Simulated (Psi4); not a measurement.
# B3LYP/cc-pVQZ (density fitting, sweep point 6) run of COF2 (carbonyl fluoride)

What is the vertical electron affinity of COF2 (carbonyl fluoride) at B3LYP/cc-pVQZ (density fitting, sweep point 6)? 

The results are computed with Psi4 1.11.

### 1 The molecule

COF2: 4 atoms, total charge 0, spin state singlet. As SMILES, `O=C(F)F`. The shape is that of a GFN2-xTB optimisation.

Bond lengths: O1–C2 1.159 Å, C2–F3 1.317 Å, C2–F4 1.317 Å. Angles: O1–C2–F3 126.8°, O1–C2–F4 126.7°, F3–C2–F4 106.5°.

### 2 The energy at B3LYP/cc-pVQZ (density fitting, sweep point 6)

Input file input.inp:

```
memory 1600 mb

molecule molecule1 {
  O     -1.243810    -0.157330     0.153910
  C     -0.102510    -0.013170     0.012900
  F      0.851050    -0.823360     0.422470
  F      0.495270     0.993860    -0.589280
  units angstrom
  symmetry c1
}

set {
  basis cc-pVQZ
  reference rks
  puream true
  scf_type df
  dft_radial_points 99
  dft_spherical_points 590
}

e_tot, wfn = energy('b3lyp', return_wfn=True)
```

On the command line:

```bash
$ psi4 -i input.inp -o input.out -n 1
```

input.out:

```text
[...]
  Running in c1 symmetry.
[...]
  Nuclear repulsion =  120.047493605645485
[...]
  Multiplicity = 1
[...]
  Nalpha       = 16
  Nbeta        = 16
[...]
    Number of basis functions: 220
[...]
   @DF-RKS iter   1:  -313.00011997434154   -1.20043e-01   3.36084e-03 ADIIS/DIIS
[...]
   @DF-RKS iter   8:  -313.16832017702319   -3.58646e-08   1.91364e-07 DIIS
[...]
    Orbital Energies [Eh]
    ---------------------
    Doubly Occupied:
       1A    -24.758583     2A    -24.758376     3A    -19.182774
       4A    -10.439241     5A     -1.348331     6A     -1.275135
       7A     -1.134717     8A     -0.705924     9A     -0.637071
      10A     -0.590990    11A     -0.560641    12A     -0.492969
      13A     -0.491725    14A     -0.471370    15A     -0.419964
      16A     -0.375490
[...]
  @DF-RKS Final Energy:  -313.16832017702319
   => Energetics <=
    Nuclear Repulsion Energy =            120.0474936056454851
    One-Electron Energy =                -670.8719543314687144
    Two-Electron Energy =                 265.9108787351848946
    DFT Exchange-Correlation Energy =     -28.2547381863848628
    Empirical Dispersion Energy =           0.0000000000000000
    VV10 Nonlocal Energy =                  0.0000000000000000
    Total Energy =                       -313.1683201770231904
[...]
 Multipole Moments:
 ------------------------------------------------------------------------------------
     Multipole            Electronic (a.u.)      Nuclear  (a.u.)        Total (a.u.)
 ------------------------------------------------------------------------------------
 L = 1.  Multiply by 2.5417464519 to convert [e a0] to [Debye]
 Dipole X            :          1.5253870           -1.1490408            0.3763462
 Dipole Y            :          0.1923247           -0.1454939            0.0468308
 Dipole Z            :         -0.1883376            0.1423434           -0.0459943
 Magnitude           :                                                    0.3820275
[...]
```

Run time: 12 s. Hardware: 1 thread of Intel Xeon 6975P-C (Granite Rapids), shared host; peak memory 0.94 GiB.

### 3 The doublet anion, same level

Input file cf2o.in:

```
memory 1600 mb

molecule {
  -1 2
  O     -1.243810    -0.157330     0.153910
  C     -0.102510    -0.013170     0.012900
  F      0.851050    -0.823360     0.422470
  F      0.495270     0.993860    -0.589280
  units angstrom
  symmetry c1
}

set {
  basis                cc-pVQZ
  reference            uks
  puream               true
  scf_type             df
  dft_radial_points    99
  dft_spherical_points 590
  maxiter              150
}

result, w = energy('b3lyp', return_wfn=True)
```

On the command line:

```bash
$ psi4 -i cf2o.in -o cf2o.out -n 1
```

cf2o.out:

```text
[...]
  Running in c1 symmetry.
[...]
  Nuclear repulsion =  120.047493605645485
[...]
  Multiplicity = 2
[...]
  Nalpha       = 17
  Nbeta        = 16
[...]
    Number of basis functions: 220
[...]
   @DF-UKS iter   1:  -312.80559962656412    7.44769e-02   4.02691e-03 DIIS/ADIIS
[...]
   @DF-UKS iter   9:  -313.07983599304731   -1.86756e-07   5.17753e-07 DIIS
[...]
   @S^2 Observed:                7.538145729E-01
[...]
    Orbital Energies [Eh]
    ---------------------
    Alpha Occupied:
       1A    -24.445093     2A    -24.444957     3A    -18.816591
       4A    -10.021954     5A     -1.035829     6A     -0.968831
       7A     -0.787427     8A     -0.402914     9A     -0.328240
      10A     -0.291074    11A     -0.252862    12A     -0.204172
      13A     -0.176293    14A     -0.176177    15A     -0.113595
      16A     -0.051145    17A      0.203278
    Alpha Virtual:
      18A      0.282095    19A      0.373207    20A      0.380242
      21A      0.398587    22A      0.492228    23A      0.542677
      24A      0.588467    25A      0.621186    26A      0.656523
[...]
  @DF-UKS Final Energy:  -313.07983599304731
   => Energetics <=
    Nuclear Repulsion Energy =            120.0474936056454851
    One-Electron Energy =                -681.0942561200324690
    Two-Electron Energy =                 276.5598453729658672
    DFT Exchange-Correlation Energy =     -28.5929188516262300
    Empirical Dispersion Energy =           0.0000000000000000
    VV10 Nonlocal Energy =                  0.0000000000000000
    Total Energy =                       -313.0798359930473111
[...]
 Multipole Moments:
 ------------------------------------------------------------------------------------
     Multipole            Electronic (a.u.)      Nuclear  (a.u.)        Total (a.u.)
 ------------------------------------------------------------------------------------
 L = 1.  Multiply by 2.5417464519 to convert [e a0] to [Debye]
 Dipole X            :          2.1368331           -1.1490408            0.9877923
 Dipole Y            :          0.2692700           -0.1454939            0.1237761
 Dipole Z            :         -0.2652680            0.1423434           -0.1229247
 Magnitude           :                                                    1.0030776
[...]
```

Wall time 20 s (1 thread of Intel Xeon 6975P-C (Granite Rapids), shared host); peak memory 0.94 GiB.

### 4 Summary of results

Level: B3LYP/cc-pVQZ (density fitting, sweep point 6).

| quantity | value |
| --- | --- |
| singlet COF2: total energy | -313.16832 Eh |
| singlet COF2: dipole moment | 0.97 D |
| singlet COF2: HOMO energy | -10.22 eV |
| singlet COF2: LUMO energy | -0.73 eV |
| singlet COF2: HOMO–LUMO gap | 9.49 eV |
| doublet anion: total energy | -313.07984 Eh |
| doublet anion: HOMO energy (highest over α and β) | 5.53 eV |
| doublet anion: LUMO energy (lowest over α and β) | 7.68 eV |
| doublet anion: ⟨S²⟩ | 0.754 |
| vertical electron affinity (to the doublet anion) | -2.408 eV |

What this shows: The anion lies 2.41 eV (232 kJ/mol) above the neutral: the electron isn't bound at this level, and such a value depends on the basis. Without diffuse functions anions come out too high. The HOMO (doublet anion) lies at positive energy, 5.53 eV; only total energies tell whether the electron is bound.
